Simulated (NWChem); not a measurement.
# Correlation energy of HLi

```xyz
2

Li     0.0000     0.0000     0.3994
H      0.0000     0.0000    -1.1982
```
Charge 0, spin multiplicity 1.

Program: NWChem. All single points use one geometry, from PBE0/def2-SVP, a minimum by its harmonic frequencies.

Basis set: def2-SVP. Each correlation energy counts from its own Hartree-Fock reference.

```tsv
method	correlation energy (mHa)	difference from CCSD(T)
SCS-MP2	-26.3	+2.9
CCSD+T(CCSD)	-29.2	0.0
MP2	-22.1	+7.2
CCSD(T)	-29.2	0.0
CR-CCSD(T)	-29.2	0.0
CR-CCSD[T]	-29.2	0.0
CCSD	-29.2	0.0
CCSDT	-29.2	0.0
```

The values span 7.2 mHa, from CCSDT (lowest) to MP2 (highest). 

The correlated methods freeze no orbitals. The structure started from a generated list of species. No row is a measurement; the coupled-cluster row has its own basis-set and correlation limits.
